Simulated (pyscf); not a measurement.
`[CH3][N]([CH3])[SiH2][NH2]` + `[H][H]` → `[CH3][N]([CH3])[SiH3]` + `[NH3]`, a four-centre exchange (singlet surface; N–Si, H–H broken, H–Si, H–N formed). Single points on ωB97X-D3(BJ)/def2-SVP structures (PySCF, gas phase). Energies in kcal/mol from the separated reactants.

Small-basis levels: PySCF, no dispersion term, spherical d functions. Cost: rough CPU time at the saddle relative to B3LYP/6-31G*, from one job on a shared machine.

```csv
level,barrier,reaction energy,cost
HF/STO-3G,83.7,+1.8,0.03
BP86/6-31G*,41.8,+9.5,1
PBE/6-31G*,39.9,+9.7,1
B3LYP/STO-3G,___,+7.8,0.5
B3LYP/LANL2DZ,___,+10.4,0.7
PBE/def2-SVP,36.1,+8.7,2
B3LYP/def2-SVP,44.6,+8.1,1
ωB97M-D3(BJ)/def2-TZVP,___,+10.7,–
```

Task: What belongs in the gaps?

Result: 
- B3LYP/STO-3G, barrier: 54.3
- B3LYP/LANL2DZ, barrier: 49.5
- ωB97M-D3(BJ)/def2-TZVP, barrier: 45.9

Against the last row the barrier runs from -9.8 (PBE/def2-SVP) to +37.8 kcal/mol (HF/STO-3G). ωB97M-D3(BJ)/def2-TZVP has limits of its own. At the saddle there is also a short H–Si contact that neither side keeps. One saddle was located; it need not be the lowest between these sides.
